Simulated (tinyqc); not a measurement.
Pariser-Parr-Pople SCF with singles CI, for the molecule C=CC=CC=C (SMILES; centres numbered as the heavy atoms are written), step by step. One step of it, computed by the program tinyqc.

Problem. Singles CI, triplets. Over the 6 single excitations with the smallest orbital gaps: A = (e_a - e_i) delta - (ij|ab), with (pq|rs) = sum c_mp c_mq gamma_mn c_nr c_ns.

orbital energies (eV): -14.500801  -12.610970  -9.781580  -1.408420  1.420970  3.310801

coefficients:
```
         MO1        MO2        MO3        MO4        MO5        MO6
1C  0.255556   0.452906   0.479131   0.479131  -0.452906   0.255556
2C  0.410360   0.511464   0.264593  -0.264593   0.511464  -0.410360
3C  0.516038   0.182431  -0.447687  -0.447687  -0.182431   0.516038
4C  0.516038  -0.182431  -0.447687   0.447687  -0.182431  -0.516038
5C  0.410360  -0.511464   0.264593   0.264593   0.511464   0.410360
6C  0.255556  -0.452906   0.479131  -0.479131  -0.452906  -0.255556
```

repulsion gamma_rs (eV), lower triangle:
```
           1C         2C         3C         4C         5C         6C
1C  11.130000
2C   7.554319  11.130000
3C   5.238816   7.551683  11.130000
4C   3.670169   5.238816   7.554319  11.130000
5C   2.868553   3.669262   5.238816   7.551683  11.130000
6C   2.308288   2.868553   3.670169   5.238816   7.554319  11.130000
```

Give: triplet CI matrix; triplet excitation energies.

Solution.

triplet CI matrix (eV), lower triangle:
```
       3>4    2>4    3>5     1>4    3>6    2>5
3>4  2.283
2>4  0.000  5.325
3>5  0.000  1.489  5.325
1>4  0.416  0.000  0.000   6.782
3>6  0.416  0.000  0.000  -1.009  6.782
2>5  1.489  0.000  0.000   1.400  1.400  7.908
```

triplet excitation energies (eV): 1.911  3.836  4.615  6.814  7.791  9.439
